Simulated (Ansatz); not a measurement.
`NC1(N)CC1`. Total charge 0; spin multiplicity 1. The structure was optimised at the PBE0-D4/def2-TZVP level. It is one conformer, not always the lowest.

```xyz
13

N     1.333    0.292   -0.750
C     0.217   -0.129    0.061
N     0.541   -1.019    1.131
C    -0.949    0.779    0.321
C    -1.075   -0.382   -0.636
H     1.027    0.658   -1.642
H     1.864    1.021   -0.285
H     1.062   -0.532    1.852
H     1.134   -1.762    0.780
H    -0.911    1.775   -0.103
H    -1.455    0.698    1.275
H    -1.648   -1.239   -0.309
H    -1.141   -0.161   -1.696
```

(1) What is the dipole moment at PBE/def2-TZVPP? (An estimate is asked.)

(2) And with r2SCAN, B3LYP, ωB97M-V? (An estimate is asked.)

(3) Give the Mulliken charges with PBE, r2SCAN, B3LYP in def2-TZVPP. (Estimate.)

Answers

(1) The calculation gave: 1.43 D, with components (0.56, 1.29, -0.24) D in this frame, pointing from negative to positive charge.

(2) Ansatz gave: r2SCAN 1.46 D, B3LYP 1.47 D, ωB97M-V 1.50 D.

(3) Computed: 
```json
{"atom": "N1", "PBE": "-0.30", "r2SCAN": "-0.34", "B3LYP": "-0.31"}
{"atom": "C2", "PBE": "0.14", "r2SCAN": "0.25", "B3LYP": "0.20"}
{"atom": "N3", "PBE": "-0.31", "r2SCAN": "-0.36", "B3LYP": "-0.32"}
{"atom": "C4", "PBE": "-0.19", "r2SCAN": "-0.15", "B3LYP": "-0.21"}
{"atom": "C5", "PBE": "-0.14", "r2SCAN": "-0.10", "B3LYP": "-0.17"}
{"atom": "H6", "PBE": "0.12", "r2SCAN": "0.12", "B3LYP": "0.12"}
{"atom": "H7", "PBE": "0.13", "r2SCAN": "0.13", "B3LYP": "0.12"}
{"atom": "H8", "PBE": "0.13", "r2SCAN": "0.13", "B3LYP": "0.12"}
{"atom": "H9", "PBE": "0.13", "r2SCAN": "0.14", "B3LYP": "0.13"}
{"atom": "H10", "PBE": "0.07", "r2SCAN": "0.04", "B3LYP": "0.08"}
{"atom": "H11", "PBE": "0.07", "r2SCAN": "0.05", "B3LYP": "0.08"}
{"atom": "H12", "PBE": "0.07", "r2SCAN": "0.05", "B3LYP": "0.09"}
{"atom": "H13", "PBE": "0.06", "r2SCAN": "0.04", "B3LYP": "0.07"}
```

B3LYP here is the variant with VWN-RPA as its local correlation; programs differ in this.
